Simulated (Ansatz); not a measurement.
A nudged elastic band was laid between two geometries of C5H13N (19 atoms, charge 0, multiplicity 1).

All numbers below come from RKS LDA/STO-3G (Ansatz).

| Quantity | Value |
| --- | --- |
| movable images | 7 |
| climbing image | yes |
| spring | 5.0 eV/Å² |
| optimiser | lbfgs |
| start path | through a guess of the saddle point |
| force threshold | 0.05 eV/Å |
| iteration limit | 60 |
| end points | relaxed |
| largest step | 0.5 Å |

First end point:

```xyz
19
Properties=species:S:1:pos:R:3
C 0.767 -1.736 -0.702
C 0.760 -0.380 0.030
C 1.179 0.751 -0.933
C -0.668 -0.149 0.615
C -0.735 1.120 1.502
N -1.659 -0.156 -0.523
H 1.697 -1.876 -1.275
H -0.100 -1.747 -1.384
H 0.659 -2.565 0.014
H 1.471 -0.403 0.879
H 2.208 0.580 -1.287
H 1.141 1.733 -0.437
H 0.516 0.769 -1.812
H -0.914 -1.029 1.245
H 0.005 1.063 2.316
H -1.737 1.226 1.949
H -0.523 2.021 0.904
H -1.510 0.786 -0.998
H -2.601 -0.011 -0.048
```

Last end point:

```xyz
19
Properties=species:S:1:pos:R:3
C 0.674 -1.724 -0.680
C 0.684 -0.358 0.036
C 1.092 0.762 -0.942
C -0.716 -0.078 0.697
C -0.671 1.178 1.590
N -1.859 0.071 -0.269
H 1.658 -1.935 -1.128
H -0.076 -1.731 -1.489
H 0.428 -2.532 0.027
H 1.428 -0.397 0.856
H 2.066 0.534 -1.402
H 1.169 1.730 -0.423
H 0.348 0.858 -1.751
H -0.952 -0.959 1.331
H 0.125 1.087 2.345
H -1.638 1.308 2.100
H -0.477 2.076 0.981
H -1.557 0.873 -0.903
H -1.766 -0.769 -0.918
```

Q: Which bonds break or form, and what moves?

A: No bond is made or broken. The height of N6 over the plane of its neighbours goes from -0.50 to 0.50 Å.

Q: What energy profile does the band end with?

A: The forces met the threshold. The highest image is number 4 of 0 to 8, 0.39 eV above the first end and 0.40 eV above the last; the last end lies 0.00 eV below the first. The order of the stationary point at the top wasn't checked. Limits of this set-up: minimal basis.

```
image  path coordinate (Å)  energy (eV)  height of N6 over the plane of its neighbours (Å)
    0                 0.00         0.00                                              -0.50
    1                 0.28         0.01                                              -0.49
    2                 0.56         0.06                                              -0.44
    3                 0.85         0.25                                              -0.26
    4                 1.14         0.39                                               0.03
    5                 1.49         0.21                                               0.37
    6                 1.84         0.08                                               0.47
    7                 2.20         0.02                                               0.49
    8                 2.56         0.00                                               0.50
```

Q: What is the geometry of the highest image?

A: 
```xyz
19
Properties=species:S:1:pos:R:3:forces:R:3
C 0.722 -1.707 -0.705 0.00 0.00 0.00
C 0.724 -0.356 0.036 0.00 0.00 0.00
C 1.172 0.771 -0.917 0.00 0.00 0.00
C -0.702 -0.073 0.639 -0.01 -0.01 0.00
C -0.651 1.185 1.565 0.00 0.00 -0.01
N -1.721 0.006 -0.382 0.02 0.01 -0.03
H 1.724 -1.939 -1.100 -0.01 0.00 -0.02
H 0.009 -1.661 -1.545 -0.02 0.00 0.02
H 0.410 -2.521 -0.032 0.02 0.00 0.01
H 1.436 -0.407 0.882 0.00 0.00 0.01
H 2.164 0.542 -1.339 0.00 0.01 0.01
H 1.230 1.736 -0.389 0.00 0.00 0.00
H 0.463 0.870 -1.754 0.00 0.00 0.00
H -0.954 -0.944 1.281 0.00 0.00 0.00
H 0.157 1.091 2.308 0.00 -0.01 -0.01
H -1.609 1.296 2.095 0.00 0.01 -0.01
H -0.478 2.093 0.968 0.01 0.00 -0.01
H -1.567 0.580 -1.223 -0.03 0.03 0.03
H -2.573 -0.566 -0.331 0.01 -0.04 -0.02
```

The band took 43 iterations and roughly 16 core-minutes.

Time of the run: 16 min on 1 thread of Arm Neoverse V1 (shared host), peak memory 0.1 GiB.
